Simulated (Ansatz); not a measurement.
```yaml
crystal:
  periodic: [false, false, false]
  atoms:
    - {symbol: Si, position_ang: [-0.586503, -0.001286, 0.117141]}
    - {symbol: C, position_ang: [1.274370, 0.002722, -0.134721]}
    - {symbol: H, position_ang: [-1.215048, 1.202888, -0.420195]}
    - {symbol: H, position_ang: [-1.210055, -1.207401, -0.421657]}
    - {symbol: H, position_ang: [1.789156, 0.909160, -0.407881]}
    - {symbol: H, position_ang: [1.792907, -0.901244, -0.408979]}
basis:
  gaussian: {orbitals: def2-TZVP}
magnetization: {spin_polarized: true, initial_magnetization: 2}
hamiltonian: {xc: pbe0}
relax: {f_tol: 0.004, max_steps: 80}
```

```sh
$ ansatz run in.yaml --threads 1 --pin off --events-out ev --progress --plain --max-ram 2176MiB
```

Steps of the relaxation (energy above the last step; positions in Å, forces in eV/Å):

```
6
step 1, 39.6 meV
Si   -0.587   -0.001    0.117    0.314    0.000    0.862
C     1.274    0.003   -0.135   -0.218    0.000   -0.150
H    -1.215    1.203   -0.420   -0.215    0.423   -0.347
H    -1.210   -1.207   -0.422   -0.213   -0.424   -0.347
H     1.789    0.909   -0.408    0.166    0.269   -0.009
H     1.793   -0.901   -0.409    0.167   -0.269   -0.009
```

```
6
step 2, 5.4 meV
Si   -0.593   -0.001    0.176    0.225    0.000   -0.010
C     1.257    0.003   -0.192    0.096    0.000    0.109
H    -1.217    1.197   -0.437   -0.102    0.167   -0.032
H    -1.212   -1.201   -0.439   -0.101   -0.167   -0.032
H     1.803    0.921   -0.392   -0.059   -0.041   -0.018
H     1.807   -0.913   -0.393   -0.060    0.041   -0.018
```

```
6
step 3, 0.2 meV
Si   -0.589   -0.001    0.168    0.053    0.000    0.031
C     1.266    0.003   -0.163    0.031    0.000   -0.029
H    -1.219    1.208   -0.437   -0.018    0.029   -0.016
H    -1.214   -1.212   -0.439   -0.017   -0.029   -0.016
H     1.798    0.919   -0.402   -0.024   -0.018    0.015
H     1.802   -0.912   -0.403   -0.025    0.017    0.015
```

```
6
step 7, 0.0 meV
Si   -0.587   -0.001    0.168    0.001    0.000    0.000
C     1.267    0.003   -0.167   -0.001    0.000    0.000
H    -1.220    1.209   -0.437    0.000    0.000    0.000
H    -1.215   -1.213   -0.439    0.000    0.000    0.000
H     1.798    0.920   -0.400    0.000    0.000    0.000
H     1.802   -0.912   -0.401    0.000    0.000    0.000
```

Close pairs at the end: C2–H5 1.085 Å, C2–H6 1.085 Å, Si1–H4 1.494 Å, Si1–H3 1.494 Å, Si1–C2 1.884 Å.

A stationary point of unrestricted PBE0 after 7 steps, with ⟨S²⟩ = 2.006 against 2.00 for a pure state; no frequencies were run, so it isn't proven a minimum. 20 s on 1 thread of Arm Neoverse V2, shared host.
